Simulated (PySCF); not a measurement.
**Aluminium: a sound run and one with changed settings**

Sound run: Al [Ne] 3s2 3p1, Al⁺ [Ne] 3s2. Calculation: PySCF 2.14, in x2c-TZVPall (5s5p2d1f, 37 functions); the spin-free X2C one-electron Hamiltonian (Gaussian nucleus). In the sound run the correlated levels freeze [Ne]. The sound run starts from symmetry-adapted Hartree-Fock orbitals and uses a fine grid where one is needed.

Changed run: basis STO-3G, all-electron and non-relativistic. This setting is unsound on purpose.

| species | method | sound run (hartree) | changed run (hartree) | converged |
| --- | --- | --- | --- | --- |
| Al | UHF | -242.31006 | -238.85836 | yes |
| Al | r2SCAN | -242.76974 | -239.28214 | yes |
| Al | LDA | -241.74411 | -238.23756 | yes |
| Al | MP2 | -242.34498 | -238.87253 | yes |
| Al | CCSD(T) | -242.36145 | -238.88392 | yes |
| Al⁺ | UHF | -242.10475 | -238.88005 | yes |
| Al⁺ | r2SCAN | -242.54352 | -239.27029 | yes |
| Al⁺ | LDA | -241.52317 | -238.22545 | yes |
| Al⁺ | MP2 | -242.13187 | -238.90216 | yes |
| Al⁺ | CCSD(T) | -242.14385 | -238.91866 | yes |

Ionisation energy of Al:

```csv
method,sound run (eV),changed run (eV)
UHF,5.587,-0.590
r2SCAN,6.156,0.323
LDA,6.012,0.330
MP2,5.799,-0.806
SCS-MP2,5.784,-0.849
CCSD,5.891,-0.945
CCSD(T),5.921,-0.945
```

A minimal basis cannot let orbitals breathe on ionisation and holds almost no correlation. The Hamiltonian changed with the basis, so the totals do not compare. A negative ionisation energy or a positive MP2 energy shows that the occupation asked for is not the lowest one in this basis.

For comparison, NIST gives 5.986 eV between the lowest levels.
